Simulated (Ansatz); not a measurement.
`C=C(F)C=N` at its PBE0-D4/def2-TZVP geometry, where that method's forces vanish. Total charge 0; spin multiplicity 1.

```
atom    x (Å)    y (Å)    z (Å)
  C1  -0.6278  -1.1567  -0.2719
  C2   0.4346  -0.4780   0.1292
  F3   1.5508  -1.1296   0.4897
  C4   0.5960   0.9825   0.2496
  N5  -0.2541   1.8836   0.0007
  H6  -1.5300  -0.6377  -0.5646
  H7  -0.6148  -2.2369  -0.3150
  H8   1.5854   1.2863   0.5999
  H9  -1.1400   1.4865  -0.3177
```

(1) For each bond, give half the difference of the two atoms' forces along it (eV/Å; positive pushes the atoms apart) under PBE-D4, r2SCAN-D4, B3LYP-D4, ωB97M-V in def2-TZVPP. (An estimate is asked.)

## Answers

(1) Computed: 
```json
{"bond": "C1–C2", "length (Å)": "1.323", "PBE-D4": "0.40", "r2SCAN-D4": "0.20", "B3LYP-D4": "0.00", "ωB97M-V": "-0.29"}
{"bond": "C1–H6", "length (Å)": "1.081", "PBE-D4": "0.00", "r2SCAN-D4": "-0.08", "B3LYP-D4": "-0.08", "ωB97M-V": "-0.04"}
{"bond": "C1–H7", "length (Å)": "1.081", "PBE-D4": "-0.02", "r2SCAN-D4": "-0.11", "B3LYP-D4": "-0.09", "ωB97M-V": "-0.01"}
{"bond": "C2–F3", "length (Å)": "1.342", "PBE-D4": "0.49", "r2SCAN-D4": "0.30", "B3LYP-D4": "0.39", "ωB97M-V": "0.31"}
{"bond": "C2–C4", "length (Å)": "1.474", "PBE-D4": "-0.47", "r2SCAN-D4": "-0.26", "B3LYP-D4": "-0.04", "ωB97M-V": "0.30"}
{"bond": "C4–N5", "length (Å)": "1.264", "PBE-D4": "0.70", "r2SCAN-D4": "0.35", "B3LYP-D4": "0.18", "ωB97M-V": "-0.06"}
{"bond": "C4–H8", "length (Å)": "1.093", "PBE-D4": "0.04", "r2SCAN-D4": "-0.06", "B3LYP-D4": "-0.15", "ωB97M-V": "-0.17"}
{"bond": "N5–H9", "length (Å)": "1.022", "PBE-D4": "0.23", "r2SCAN-D4": "-0.01", "B3LYP-D4": "-0.06", "ωB97M-V": "-0.06"}
```

B3LYP here is the variant with VWN-RPA as its local correlation; programs differ in this.
